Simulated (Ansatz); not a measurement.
Compare A (`CB[SiH3]`) with its isomer B (`BC[SiH3]`).

Isolated molecules relaxed with PBE0-D4/def2-TZVP in Ansatz; ΔE leaves out vibrations. CBS: MP2 limit from def2 TZ/QZ plus the TZ coupled-cluster correction, frozen cores. DFT in def2-TZVPP. B3LYP here is the variant with VWN-RPA as its local correlation; programs differ in this.

**Question.** Which isomer does CCSD(T)/CBS put lower? Give the gap. (Best estimate.)

**Answer.** The calculation gave: B, by 7.6 kcal/mol.

**Question.** Give E(B) − E(A) in kcal/mol with B3LYP, LDA (SPW92), B3LYP-D4, BLYP-D4, CCSD/def2-TZVPP, MP2/def2-TZVPP, PBE0-D4. (Estimate.)

**Answer.** Ansatz gave: B3LYP -6.3, LDA (SPW92) -5.4, B3LYP-D4 -6.8, BLYP-D4 -6.3, CCSD/def2-TZVPP -7.4, MP2/def2-TZVPP -9.4, PBE0-D4 -6.0. None reverses the order clearly.

**Question.** Does the order hold for the free energy at 298.15 K (harmonic terms from PBE0-D4)? (Estimate.)

**Answer.** The calculation gave: Yes: G(B) − G(A) = -7.0 kcal/mol. Modes under 60 cm⁻¹, often nearly free rotors, make the harmonic entropy too high.

Largest T1 diagnostic: 0.012.

From BLYP to BHLYP (50 % exact exchange), in def2-TZVPP and without D4, E(B) − E(A) moves by −1.6 kcal/mol. At CCSD(T), def2-SVP lies +1.5 kcal/mol from the extrapolated value and def2-TZVPP +0.1 kcal/mol.
